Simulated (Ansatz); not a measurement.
`[SiH3][SiH2][SiH3]` + H–F → `F[SiH2][SiH3]` + SiH₄ at 400 K and 1 bar (cleavage of the Si–Si bond).

Isolated molecules relaxed with PBE0-D4/def2-TZVP in Ansatz; ΔE leaves out vibrations. CCSD(T)/CBS adds triple-zeta CCSD(T) − MP2 to the extrapolated MP2 energy (def2 sets, frozen cores). This one scheme is used for every species.

```
             species  CCSD(T)/CBS energy (Eh)  H − E (kJ/mol)  S (J/(mol·K))
`[SiH3][SiH2][SiH3]`               -872.02658           209.1          385.6
                 H–F               -100.39570            36.5          182.2
     `F[SiH2][SiH3]`               -681.00067           143.3          339.5
                SiH₄               -291.46306            96.9          218.6
```

H − E and S are ideal-gas, rigid-rotor, harmonic terms from PBE0-D4/def2-TZVP. 1 Eh = 2625.50 kJ/mol, R = 8.31446 J/(mol·K).

**Question.** By hand: ΔE, ΔH, ΔS and ΔG.

**Answer.** ΔE = (-681.00067) + (-291.46306) − (-872.02658) − (-100.39570) = -0.04145 Eh = -108.8 kJ/mol. Δ(H − E) = 143.3 + 96.9 − 209.1 − 36.5 = -5.4, so ΔH = -114.2 kJ/mol. ΔS = 339.5 + 218.6 − 385.6 − 182.2 = -9.7 J/(mol·K). ΔG = -114.2 − 400 × (-9.7)/1000 = -110.3 kJ/mol.

**Question.** By hand: the equilibrium constant, and the temperature at which ΔG would vanish if ΔH and ΔS stayed fixed.

**Answer.** log₁₀ K = −ΔG/(RT ln 10) = 14.4. ΔG = 0 at ΔH/ΔS = 11773 K, far beyond where these terms or the molecules hold.

The number of gas molecules stays the same, so ΔS is small and ΔH decides. A doubt of 5 kJ/mol in ΔE shifts log₁₀ K by 0.7 here. These are equilibria of isolated gas molecules and say nothing of rates. Largest T1 diagnostic: 0.013 (customary marks: 0.02 for closed shells, 0.045 for open ones).
